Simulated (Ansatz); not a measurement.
Ansatz (a program for electronic structure) job for O₂, SMILES O=O (connectivity only; charge and spin as stated), charge +1, multiplicity 2, PBE0/def2-TZVPD. Geometry optimised at B3LYP-D3(BJ)/def2-TZVPD.

Ansatz 0.2 input:
```yaml
crystal:
  periodic: [false, false, false]
  atoms:
    - {symbol: O, position_ang: [0.00000000, 0.00000000, -0.55286463]}
    - {symbol: O, position_ang: [0.00000000, 0.00000000, 0.55286463]}
basis:
  gaussian:
    orbitals: def2-TZVPD
hamiltonian:
  xc: {name: PBE0}
total_charge: 1
magnetization: {spin_polarized: true, initial_magnetization: 1}
```

Log of the run:

```
WARN ansatz: RAYON_NUM_THREADS=1 ignored (pool sized by the plan → 1); use --threads N
Functional definition: PBE0
integrals: 0.01 GiB planned
368 factors; their error is unknown
mean field: 0.18 GiB planned
mean field evaluation 1: about -4074.4314 eV, gradient 2.2e1 eV
mean field evaluation 2: about -4075.3471 eV, gradient 1.2e1 eV
mean field evaluation 4: about -4075.7294 eV, gradient 1.4e-1 eV
mean field evaluation 8: about -4075.7530 eV, gradient 1.2e-2 eV
mean field evaluation 16: about -4075.7530 eV, gradient 8.6e-6 eV
mean field -4075.75297839 eV, -149.7811593113 hartree, gradient 8.6e-6 eV, S^2 0.752934; 0 other end points of the search recorded, 0 dependent functions left out
reference -4075.75298888 eV, -149.7811596969 hartree; 8, 7 occupied and 72, 73 virtual orbitals, 368 factors
Total energy: -4075.75298888 eV, -149.7811596969 hartree
```

Self-consistency was reached.
